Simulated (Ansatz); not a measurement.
## Ansatz (development build ahead of 0.2.0) run

```yaml
crystal:
  periodic: [false, false, false]
  atoms:
    - { symbol: "N", position_ang: [-0.00664, 0.00722, -0.13278] }
    - { symbol: H, position_ang: [0.00607, 0.00782, 0.91452] }
basis:
  gaussian: { orbitals: def2-TZVP }
magnetization:
  spin_polarized: true
  initial_magnetization: 2
hamiltonian:
  xc: hf
correlation:
  method: mp2
  frozen_orbitals: { H: 0, "N": 1 }
```

The input is written out in the form of the current development build from the run's settings.

Results

| Quantity | Value |
| --- | --- |
| Converged | yes |
| Reference energy | -54.98251 hartree |
| Correlation energy | -0.13320 hartree |
| Total energy | -55.11571 hartree |
| Spin squared of the determinant | 2.017 |
